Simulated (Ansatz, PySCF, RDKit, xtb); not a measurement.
# Solving C2H2N+, step by step

Only the formula C2H2N+ is given (charge +1). Aim: find the structure of lowest free energy at 298.15 K, then its properties.

Plan: many cheap relaxations first (GFN2-xTB), then density-functional screening, relaxation at B3LYP/6-31G*, vibrations and a final energy. The numbers are computed, not measured.

4 further runs of the same task are left out: 4 set aside as unsound or not needed.

## (1) Drawing up candidates

All bonding patterns within simple valence rules are listed by program: one Lewis structure each, at most two rings and one unusual centre or charged pair. O–O, O–halogen and N–halogen bonds and N–N–N chains are not drawn. That gives 6 candidates.

```csv
label,SMILES,spin
c111,[CH2+]C#N,singlet
c391,[CH+]=[N+]=[CH-],singlet
c719,[CH+]=C=N,singlet
c727,[C+]#CN,singlet
c951,C1=[N+]=C1,singlet
c982,[C-]#[N+][CH2+],singlet
```

Candidates are built by distance geometry, with a force field where one applies, in up to four conformers (letters a to d). 10 starts with atoms placed at random are added, to find patterns that the rules miss.

Q: Predict the outcome of this search (final energies at CCSD(T)/def2-TZVPP).

| quantity | value |
| --- | --- |
| lowest structure found | C1=[N+]=C1, singlet, C2v |
| next finalist | [CH2+]C#N, singlet, 11.4 kcal/mol higher in G |
| share at equilibrium, among the finalists | 100.0 % |
| harmonic wavenumbers, lowest and highest (B3LYP/6-31G*) | 853 and 3296 cm⁻¹ |
| rotational constants, same geometry | 1.282, 1.013, 0.5659 cm⁻¹ |
| HOMO energy (PBE0/def2-TZVPD) | -17.02 eV |
| LUMO energy (PBE0/def2-TZVPD) | -9.59 eV |
| HOMO–LUMO gap (PBE0/def2-TZVPD) | 7.43 eV |
| lowest excitation (TD-CAM-B3LYP/def2-SVPD) | 5.17 eV (f = 0.003) |
| strongest of the states computed, same level | 9.92 eV (f = 0.098) |
| lowest triplet excitation, same level, Tamm-Dancoff | 3.81 eV |
| vertical ionisation energy | 20.02 eV |
| vertical recombination energy (electron added) | 6.95 eV |
| vertical triplet less singlet | +3.77 eV |

The lowest structure found is `C1=[N+]=C1`. Among the finalists first place is clear (11.4 kcal/mol); structures outside the list aren't covered. GFN2-xTB, HF/STO-3G, r2SCAN-D4/def2-SVP, B3LYP/6-31G*, HF/def2-TZVPP and MP2/def2-TZVPP already put its bonding pattern lowest among the structures in one piece. A large T1 diagnostic among the finalists warns that one reference determinant may not suffice. It concerns: the finalist [CH2+]C#N (singlet). Lowest found is not proven lowest: the search is finite, and each finalist counts with one conformer.
